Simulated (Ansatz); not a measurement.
## Relative stability

Two relaxed structures of CH$_{5}$OS (charge +1), singlet (PBE0-D4/def2-TZVP; forces vanish, vibrations not checked).

A:

C1  (-0.737, 0.853, -0.420)
S2  (-0.053, 0.178, 1.057)
O3  (0.952, -1.125, 0.322)
H4  (-1.393, 0.157, -0.939)
H5  (0.013, 1.310, -1.063)
H6  (-1.360, 1.658, 0.005)
H7  (0.671, -2.023, 0.574)
H8  (1.908, -1.007, 0.465)
(Å)

B:

```
8
angstrom
C -0.7060 0.8195 -0.3770
S 0.9329 -1.1308 0.0509
O 0.0319 0.0279 0.6208
H -1.3981 0.1770 -0.9190
H -0.0045 1.3209 -1.0420
H -1.2446 1.5412 0.2309
H 0.5658 -2.1577 0.8631
H 2.0899 -0.9067 0.7291
```

Computed with Ansatz 0.2.0 (basis: def2-TZVPP); correlated methods freeze the cores. B3LYP uses VWN-RPA correlation.

Task: Which structure is lower at CCSD(T), and by how much? (To be estimated.)

Result: The calculation gives: A, by 33.9 kJ/mol (electronic energy, against the other). By their contacts, A is CH₅OS ([CH3][S][OH2]), total charge +1 and B is CH₅OS ([CH3][O][SH2]), total charge +1.

All methods give the same order:

```tsv
method	E(B) − E(A) (kJ/mol)
PBE-D4	36.1
r2SCAN-D4	29.5
PBE0-D4	36.0
B3LYP-D4	33.6
wB97M-V	42.4
HF	26.1
MP2	33.2
CCSD	34.1
CCSD(T)	33.9
```

T1 diagnostic: at most 0.013.

Labels in which every atom is bracketed show which atoms are joined, not bond orders.

For scale, one of the runs: CCSD(T)/def2-TZVPP, 174 basis functions, launched by `ansatz run in.yaml --threads 2 --pin off --events-out ev --progress --plain --max-ram 4352MiB`. Time: 32 s of wall clock on 2 CPU threads of an Arm Neoverse V1; the host was shared. Peak host memory: 1.5 GiB.
